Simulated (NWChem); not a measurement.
chloromethane (CH₃Cl); SMILES CCl

```xyz
5

C      0.0000     0.0000    -1.1109
Cl     0.0000     0.0000     0.6644
H      0.7330     0.7330    -1.4701
H      0.2683    -1.0013    -1.4701
H     -1.0013     0.2683    -1.4701
```
Atoms are numbered in this order, from 1.

Computed with NWChem. The geometry was optimised at PBE0/def2-SVP. Level: PBE0/def2-SVP with SMD (1 M gas to 1 M solution), gas-phase geometry.

For solvent water:

```
Quantity                                     Value
-------------------------------------------  -----
solvation free energy (kcal/mol)              -0.4
cavity-dispersion-structure term (kcal/mol)    2.2
dipole in solution (D)                        2.33
```

Question: How do the values read with solvent n-hexane instead?

Answer: solvation free energy (kcal/mol): -2.1
cavity-dispersion-structure term (kcal/mol): -1.0
dipole in solution (D): 2.07
